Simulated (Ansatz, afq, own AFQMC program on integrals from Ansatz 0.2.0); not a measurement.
# CH₃+ (singlet): AFQMC on the coupled-cluster ladder at scale of all distances = 1.133, cc-pVDZ

One table from this session's results is given with a row withheld; the runs are named, their logs left out.

Method: cc-pVDZ, frozen cores; program: Ansatz 0.2.0, Gaussian basis, and an in-house AFQMC program (afq) on its integrals; all values are calculated.

Plan: Full CI; PBE (unrestricted); r2SCAN (unrestricted); PBE0 (unrestricted); B3LYP (unrestricted); wB97M-V (unrestricted); B2PLYP (unrestricted); CCSD(T) on RHF; Full CI; CCSDT(Q) on RHF; CCSDTQ on RHF; Phaseless AFQMC, CISD trial on RHF; UHF.

4 further runs of the same task are left out: 4 that didn't finish.

### The geometry

The geometry derives from a PBE0/def2-TZVP stationary point (not a proven minimum). All distances are scaled together.

4 atoms, charge 1, spin multiplicity 1.

Atoms are counted from 1 here; the program's logs count them from 0.

Bond lengths: C1–H2 1.239 Å, C1–H3 1.239 Å, C1–H4 1.239 Å. Angles: H2–C1–H3 120.0°, H2–C1–H4 120.0°, H3–C1–H4 120.0°.

Coordinates:

```xyz
4
charge 1, multiplicity 1
C     0.0000    0.0000    0.0000
H     1.2385    0.0157   -0.0003
H    -0.6329    1.0647   -0.0032
H    -0.6056   -1.0805    0.0034
```

The first run:

in.yaml reads:

```yaml
crystal:
  periodic: [false, false, false]
  atoms:
    - {symbol: C, position_ang: [0.000000, 0.000000, 0.000000]}
    - {symbol: H, position_ang: [1.238541, 0.015746, -0.000264]}
    - {symbol: H, position_ang: [-0.632907, 1.064730, -0.003175]}
    - {symbol: H, position_ang: [-0.605634, -1.080476, 0.003439]}
basis:
  gaussian: {orbitals: cc-pVDZ}
total_charge: 1
correlation: {method: fci, electrons: outside_noble_gas}
```

The run is started by

```console
ansatz run in.yaml --threads 1 --pin off --events-out ev --progress --plain --max-ram 24576MiB --backend cuda --devices 0, --max-vram 18GiB
```

Among the steps run: Full CI; PBE (unrestricted); r2SCAN (unrestricted); PBE0 (unrestricted); B3LYP (unrestricted); wB97M-V (unrestricted); B2PLYP (unrestricted); CCSD(T) on RHF; CCSDT(Q) on RHF; CCSDTQ on RHF; Phaseless AFQMC, CISD trial on RHF; UHF.

One table of the session follows, with a row left open; its other results are not shown here.

On the RHF determinant, counted from full CI (exact for this spin and basis):

```
                                                level  from full CI (kcal/mol)
                                                   HF                   +88.91
                                                  MP2                        ?
                                                 CCSD                    +1.86
                                              CCSD(T)                    +0.37
                                             CCSDT(Q)                    +0.01
                                               CCSDTQ                     0.00
                                              full CI                     0.00
Phaseless AFQMC, CISD trial, step 0.005, 4000 walkers                    +0.06
```

Q: Estimate the row for MP2 from the others.

The run gave: from full CI (kcal/mol): +18.10. In the column «from full CI (kcal/mol)» it lies between CCSD (+1.86) and HF (+88.91).

Caveats from the session: On RHF the phaseless walk with the CISD trial lies +0.06 kcal/mol from full CI, within three error bars.
